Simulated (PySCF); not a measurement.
Exact simulation of a proton spin system

Molecule: `FCF`, CH2F2.

Cartesian coordinates in Å; atom numbers follow the order of the lines, from 1:
```xyz
5

F     1.222    0.468    0.037
C    -0.013   -0.061   -0.006
F    -0.923    0.922    0.110
H    -0.133   -0.763    0.838
H    -0.153   -0.566   -0.979
```

A single conformation, non-relativistic, gas phase, rapidly exchanging positions averaged. B3LYP/pcJ-1 coupling constants; shielding tensors at PBE0/pcSseg-1 (GIAO); coordinates at the PBE0-D3(BJ)/def2-SVP level; PySCF.

Referencing at the same level of theory: $^{1}$H (σ = 31.27 ppm) vs TMS.

Shifts (ppm): F1/F3 -151.2, H4/H5 5.68.
Couplings (Hz): F1–F3: 304.2; F1–H4, F1–H5, F3–H4, F3–H5: 57.1; H4–H5: 1.6.

The 4-spin Hamiltonian (Zeeman plus full scalar coupling among like nuclei) was diagonalised exactly; lines are Lorentzian, 1.0 Hz wide, and the maxima above 3 % are listed with the tallest set to 100.

Task: Give the $^{1}$H peak list of this spin system at 80 MHz.

Result: 
δ in ppm (height): 6.394 (50), 5.680 (100), 4.966 (50)

Task: And at 600 MHz?

Result: 
δ in ppm (height): 5.775 (50), 5.680 (100), 5.585 (50)
